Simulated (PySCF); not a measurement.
**Relaxation of singlet NH₃**

All numbers come from B3LYP/[N def2-TZVP, H def2-TZVP], no relativity, density fitting, PySCF. A (50,194) grid was used.

A hand-made trigonal planar start, of D3h symmetry, held to at least that symmetry:

Coordinates in bohr (charge 0 multiplicity 1):
```
N     0.0000    0.0000    0.0000
H     1.9464    0.0000    0.0000
H    -0.9732    1.6856    0.0000
H    -0.9732   -1.6856    0.0000
```

At each step, columns x, y, z (Å) and Fx, Fy, Fz (eV/Å):

```
step 0  E − E(last) = 6.95 kJ/mol
N    0.000   0.000   0.000   0.000   0.000   0.000
H    1.030   0.000   0.000  -1.425   0.000   0.000
H   -0.515   0.892   0.000   0.712  -1.233   0.000
H   -0.515  -0.892   0.000   0.712   1.233   0.000
step 1  E − E(last) = 0.07 kJ/mol
N    0.000   0.000   0.000   0.000   0.000   0.000
H    0.994   0.000   0.000   0.155   0.000   0.000
H   -0.497   0.861   0.000  -0.077   0.134   0.000
H   -0.497  -0.861   0.000  -0.077  -0.134   0.000
step 2  E − E(last) = 0.00 kJ/mol
N    0.000   0.000   0.000   0.000   0.000   0.000
H    0.998   0.000   0.000  -0.017   0.000   0.000
H   -0.499   0.864   0.000   0.008  -0.014   0.000
H   -0.499  -0.864   0.000   0.008   0.014   0.000
step 3  E − E(last) = 0.00 kJ/mol
N    0.000   0.000   0.000   0.000   0.000   0.000
H    0.997   0.000   0.000   0.000   0.000   0.000
H   -0.499   0.864   0.000   0.000   0.000   0.000
H   -0.499  -0.864   0.000   0.000   0.000   0.000
```

It ends at D3h with N–H 0.997 Å (×3); H–N–H 120.0° (×3). A frequency run shows 1 imaginary mode, down to 798i cm⁻¹, so it is a saddle point. Other isomers or separated fragments may lie lower.
